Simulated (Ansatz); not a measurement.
Cartesian coordinates in Å:
```
C 0.498 -1.158 1.560
C 0.343 -0.856 0.279
C 0.417 0.525 -0.283
C -0.845 0.935 -1.011
F -1.046 0.120 -2.113
H 0.430 -2.179 1.915
H 0.704 -0.392 2.302
H 0.139 -1.649 -0.437
H 1.252 0.600 -0.990
H 0.603 1.249 0.516
H -0.771 1.966 -1.372
H -1.723 0.841 -0.366
```

Charge 0, multiplicity 1.

(1) List the ωB97M-V/def2-TZVPP orbital energies in eV (the Gaussian-basis code of Ansatz). (Best estimate.)

## Answers

(1) The calculation gave: Occupied: -677.08, -283.47, -281.70, -281.62, -281.31, -36.02, -25.45, -23.35, -20.58, -18.37, -16.78, -16.42, -15.98, -14.94, -14.29, -13.40, -12.49, -12.21, -11.67, -9.87. Lowest empty: 2.20, 3.07, 3.73, 3.94, 4.03, 4.59, 4.81, 5.09.
